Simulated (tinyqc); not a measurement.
Worked calculation: UHF in the sto-6g basis, for H2O+, spin multiplicity 2. One step of it, computed by the program tinyqc.

Question. Iteration 1: building the Fock matrix. J_ij = sum D_kl (ij|kl) with D = D(alpha) + D(beta), K_ij = sum D_kl (ik|jl) for each spin; F = H + J - K(s); E = tr D H + tr D J / 2 - 0.5 sum_s tr D(s) K(s) + E_nn.

D(alpha) at the start:
```
,1O 1s,1O 2s,1O 2px,1O 2py,1O 2pz,2H 1s,3H 1s
1O 1s,1.058849,-0.258205,0.000000,0.000000,-0.008698,0.021340,0.021340
1O 2s,-0.258205,1.131177,0.000000,0.000000,0.048262,-0.089181,-0.089181
1O 2px,0.000000,0.000000,1.000000,0.000000,0.000000,0.000000,0.000000
1O 2py,0.000000,0.000000,0.000000,1.049217,0.000000,-0.085722,0.085722
1O 2pz,-0.008698,0.048262,0.000000,0.000000,1.030610,-0.064897,-0.064897
2H 1s,0.021340,-0.089181,0.000000,-0.085722,-0.064897,0.017664,0.003657
3H 1s,0.021340,-0.089181,0.000000,0.085722,-0.064897,0.003657,0.017664
```

D(beta) at the start:
```
,1O 1s,1O 2s,1O 2px,1O 2py,1O 2pz,2H 1s,3H 1s
1O 1s,1.058849,-0.258205,0.000000,0.000000,-0.008698,0.021340,0.021340
1O 2s,-0.258205,1.131177,0.000000,0.000000,0.048262,-0.089181,-0.089181
1O 2px,0.000000,0.000000,0.000000,0.000000,0.000000,0.000000,0.000000
1O 2py,0.000000,0.000000,0.000000,1.049217,0.000000,-0.085722,0.085722
1O 2pz,-0.008698,0.048262,0.000000,0.000000,1.030610,-0.064897,-0.064897
2H 1s,0.021340,-0.089181,0.000000,-0.085722,-0.064897,0.017664,0.003657
3H 1s,0.021340,-0.089181,0.000000,0.085722,-0.064897,0.003657,0.017664
```

core Hamiltonian H = T + V (hartree):
```
,1O 1s,1O 2s,1O 2px,1O 2py,1O 2pz,2H 1s,3H 1s
1O 1s,-32.694506,-7.223759,0.000000,0.000000,-0.009984,-0.647039,-0.647039
1O 2s,-7.223759,-8.920457,0.000000,0.000000,-0.118454,-1.704020,-1.704020
1O 2px,0.000000,0.000000,-7.199100,0.000000,0.000000,0.000000,0.000000
1O 2py,0.000000,0.000000,0.000000,-7.256551,0.000000,-1.045268,1.045268
1O 2pz,-0.009984,-0.118454,0.000000,0.000000,-7.238461,-0.886986,-0.886986
2H 1s,-0.647039,-1.704020,0.000000,-1.045268,-0.886986,-3.752698,-0.486492
3H 1s,-0.647039,-1.704020,0.000000,1.045268,-0.886986,-0.486492,-3.752698
```

Two-electron integrals (ij|kl) in chemists' order, unique and non-zero (hartree):
```
i,j,k,l,(ij|kl)
1,1,1,1,4.787491
2,1,1,1,0.675884
2,1,2,1,0.121505
2,2,1,1,1.117379
2,2,2,1,0.249212
2,2,2,2,0.817383
3,1,3,1,0.025762
3,2,3,1,0.039145
3,2,3,2,0.180664
3,3,1,1,1.117381
3,3,2,1,0.249212
3,3,2,2,0.817382
3,3,3,3,0.880663
4,1,4,1,0.025762
4,2,4,1,0.039145
4,2,4,2,0.180664
4,3,4,3,0.047461
4,4,1,1,1.117381
4,4,2,1,0.249212
4,4,2,2,0.817382
4,4,3,3,0.785741
4,4,4,4,0.880663
5,1,5,1,0.025762
5,2,5,1,0.039145
5,2,5,2,0.180664
5,3,5,3,0.047461
5,4,5,4,0.047461
5,5,1,1,1.117381
5,5,2,1,0.249212
5,5,2,2,0.817382
5,5,3,3,0.785741
5,5,4,4,0.785741
5,5,5,5,0.880663
6,1,1,1,0.063804
6,1,2,1,0.011011
6,1,2,2,0.022146
6,1,3,3,0.022101
6,1,4,1,0.000415
6,1,4,2,0.000820
6,1,4,4,0.022182
6,1,5,1,0.000344
6,1,5,2,0.000679
6,1,5,4,0.000067
6,1,5,5,0.022156
6,1,6,1,0.001017
6,2,1,1,0.183091
6,2,2,1,0.041544
6,2,2,2,0.154545
6,2,3,3,0.151853
6,2,4,1,0.002570
6,2,4,2,0.020297
6,2,4,4,0.156645
6,2,5,1,0.002127
6,2,5,2,0.016800
6,2,5,4,0.003966
6,2,5,5,0.155136
6,2,6,1,0.003798
6,2,6,2,0.039373
6,3,3,1,0.004227
6,3,3,2,0.025015
6,3,4,3,0.004029
6,3,5,3,0.003335
6,3,6,3,0.005042
6,4,1,1,0.112400
6,4,2,1,0.025827
6,4,2,2,0.102283
6,4,3,3,0.097992
6,4,4,1,0.005553
6,4,4,2,0.037108
6,4,4,4,0.108908
6,4,5,1,0.001098
6,4,5,2,0.010009
6,4,5,4,0.005701
6,4,5,5,0.099950
6,4,6,1,0.002449
6,4,6,2,0.031627
6,4,6,4,0.030070
6,5,1,1,0.093035
6,5,2,1,0.021377
6,5,2,2,0.084661
6,5,3,3,0.081109
6,5,4,1,0.001098
6,5,4,2,0.010009
6,5,4,4,0.083475
6,5,5,1,0.005135
6,5,5,2,0.033300
6,5,5,4,0.005987
6,5,5,5,0.089399
6,5,6,1,0.002027
6,5,6,2,0.026178
6,5,6,4,0.020716
6,5,6,5,0.022189
6,6,1,1,0.379147
6,6,2,1,0.087564
6,6,2,2,0.374257
6,6,3,3,0.361870
6,6,4,1,0.005733
6,6,4,2,0.064341
6,6,4,4,0.383922
6,6,5,1,0.004745
6,6,5,2,0.053256
6,6,5,4,0.018253
6,6,5,5,0.376978
6,6,6,1,0.008037
6,6,6,2,0.132050
6,6,6,4,0.120263
6,6,6,5,0.099543
6,6,6,6,0.774999
7,1,1,1,0.063804
7,1,2,1,0.011011
7,1,2,2,0.022146
7,1,3,3,0.022101
7,1,4,1,-0.000415
7,1,4,2,-0.000820
7,1,4,4,0.022182
7,1,5,1,0.000344
7,1,5,2,0.000679
7,1,5,4,-0.000067
7,1,5,5,0.022156
7,1,6,1,0.001002
7,1,6,2,0.003674
7,1,6,4,0.002193
7,1,6,5,0.001965
7,1,6,6,0.007742
7,1,7,1,0.001017
7,2,1,1,0.183091
7,2,2,1,0.041544
7,2,2,2,0.154545
7,2,3,3,0.151853
7,2,4,1,-0.002570
7,2,4,2,-0.020297
7,2,4,4,0.156645
7,2,5,1,0.002127
7,2,5,2,0.016800
7,2,5,4,-0.003966
7,2,5,5,0.155136
7,2,6,1,0.003674
7,2,6,2,0.030416
7,2,6,4,0.017306
7,2,6,5,0.019704
7,2,6,6,0.080397
7,2,7,1,0.003798
7,2,7,2,0.039373
7,3,3,1,0.004227
7,3,3,2,0.025015
7,3,4,3,-0.004029
7,3,5,3,0.003335
7,3,6,3,0.003720
7,3,7,3,0.005042
7,4,1,1,-0.112400
7,4,2,1,-0.025827
7,4,2,2,-0.102283
7,4,3,3,-0.097992
7,4,4,1,0.005553
7,4,4,2,0.037108
7,4,4,4,-0.108908
7,4,5,1,-0.001098
7,4,5,2,-0.010009
7,4,5,4,0.005701
7,4,5,5,-0.099950
7,4,6,1,-0.002193
7,4,6,2,-0.017306
7,4,6,4,-0.006544
7,4,6,5,-0.011028
7,4,6,6,-0.043874
7,4,7,1,-0.002449
7,4,7,2,-0.031627
7,4,7,4,0.030070
7,5,1,1,0.093035
7,5,2,1,0.021377
7,5,2,2,0.084661
7,5,3,3,0.081109
7,5,4,1,-0.001098
7,5,4,2,-0.010009
7,5,4,4,0.083475
7,5,5,1,0.005135
7,5,5,2,0.033300
7,5,5,4,-0.005987
7,5,5,5,0.089399
7,5,6,1,0.001965
7,5,6,2,0.019704
7,5,6,4,0.011028
7,5,6,5,0.016245
7,5,6,6,0.056071
7,5,7,1,0.002027
7,5,7,2,0.026178
7,5,7,4,-0.020716
7,5,7,5,0.022189
7,6,1,1,0.046725
7,6,2,1,0.010733
7,6,2,2,0.043918
7,6,3,3,0.042879
7,6,4,4,0.043595
7,6,5,1,0.000805
7,6,5,2,0.007866
7,6,5,5,0.045280
7,6,6,1,0.000971
7,6,6,2,0.011494
7,6,6,4,0.008124
7,6,6,5,0.008607
7,6,6,6,0.043149
7,6,7,1,0.000971
7,6,7,2,0.011494
7,6,7,4,-0.008124
7,6,7,5,0.008607
7,6,7,6,0.004572
7,7,1,1,0.379147
7,7,2,1,0.087564
7,7,2,2,0.374257
7,7,3,3,0.361870
7,7,4,1,-0.005733
7,7,4,2,-0.064341
7,7,4,4,0.383922
7,7,5,1,0.004745
7,7,5,2,0.053256
7,7,5,4,-0.018253
7,7,5,5,0.376978
7,7,6,1,0.007742
7,7,6,2,0.080397
7,7,6,4,0.043874
7,7,6,5,0.056071
7,7,6,6,0.247213
7,7,7,1,0.008037
7,7,7,2,0.132050
7,7,7,4,-0.120263
7,7,7,5,0.099543
7,7,7,6,0.043149
7,7,7,7,0.774999
```

nuclear repulsion = 6.35484712 hartree

Give: Coulomb J; exchange K(alpha); exchange K(beta); F(alpha); F(beta); total energy of this density.

Answer.

Coulomb J (hartree):
```
,1O 1s,1O 2s,1O 2px,1O 2py,1O 2pz,2H 1s,3H 1s
1O 1s,17.516,3.105,0.000,0.000,0.002,0.284,0.284
1O 2s,3.105,7.982,0.000,0.000,0.001,1.453,1.453
1O 2px,0.000,0.000,7.919,0.000,0.000,0.000,0.000
1O 2py,0.000,0.000,0.000,8.013,0.000,0.945,-0.945
1O 2pz,0.002,0.001,0.000,0.000,8.013,0.782,0.782
2H 1s,0.284,1.453,0.000,0.945,0.782,3.379,0.401
3H 1s,0.284,1.453,0.000,-0.945,0.782,0.401,3.379
```

exchange K(alpha) (hartree):
```
,1O 1s,1O 2s,1O 2px,1O 2py,1O 2pz,2H 1s,3H 1s
1O 1s,4.938,0.794,0.000,0.000,0.000,0.079,0.079
1O 2s,0.794,1.420,0.000,0.000,0.003,0.221,0.221
1O 2px,0.000,0.000,1.180,0.000,0.000,0.000,0.000
1O 2py,0.000,0.000,0.000,1.181,0.000,0.108,-0.108
1O 2pz,0.000,0.003,0.000,0.000,1.181,0.089,0.089
2H 1s,0.079,0.221,0.000,0.108,0.089,0.061,0.033
3H 1s,0.079,0.221,0.000,-0.108,0.089,0.033,0.061
```

exchange K(beta) (hartree):
```
,1O 1s,1O 2s,1O 2px,1O 2py,1O 2pz,2H 1s,3H 1s
1O 1s,4.913,0.755,0.000,0.000,0.000,0.075,0.075
1O 2s,0.755,1.239,0.000,0.000,0.003,0.196,0.196
1O 2px,0.000,0.000,0.300,0.000,0.000,0.000,0.000
1O 2py,0.000,0.000,0.000,1.134,0.000,0.104,-0.104
1O 2pz,0.000,0.003,0.000,0.000,1.133,0.086,0.086
2H 1s,0.075,0.196,0.000,0.104,0.086,0.056,0.029
3H 1s,0.075,0.196,0.000,-0.104,0.086,0.029,0.056
```

F(alpha) (hartree):
```
,1O 1s,1O 2s,1O 2px,1O 2py,1O 2pz,2H 1s,3H 1s
1O 1s,-20.117,-4.913,0.000,0.000,-0.008,-0.442,-0.442
1O 2s,-4.913,-2.358,0.000,0.000,-0.120,-0.472,-0.472
1O 2px,0.000,0.000,-0.460,0.000,0.000,0.000,0.000
1O 2py,0.000,0.000,0.000,-0.425,0.000,-0.209,0.209
1O 2pz,-0.008,-0.120,0.000,0.000,-0.406,-0.194,-0.194
2H 1s,-0.442,-0.472,0.000,-0.209,-0.194,-0.434,-0.118
3H 1s,-0.442,-0.472,0.000,0.209,-0.194,-0.118,-0.434
```

F(beta) (hartree):
```
,1O 1s,1O 2s,1O 2px,1O 2py,1O 2pz,2H 1s,3H 1s
1O 1s,-20.091,-4.874,0.000,0.000,-0.008,-0.438,-0.438
1O 2s,-4.874,-2.177,0.000,0.000,-0.120,-0.447,-0.447
1O 2px,0.000,0.000,0.421,0.000,0.000,0.000,0.000
1O 2py,0.000,0.000,0.000,-0.377,0.000,-0.204,0.204
1O 2pz,-0.008,-0.120,0.000,0.000,-0.358,-0.191,-0.191
2H 1s,-0.438,-0.447,0.000,-0.204,-0.191,-0.429,-0.115
3H 1s,-0.438,-0.447,0.000,0.204,-0.191,-0.115,-0.429
```

total energy of this density = -74.45301 hartree
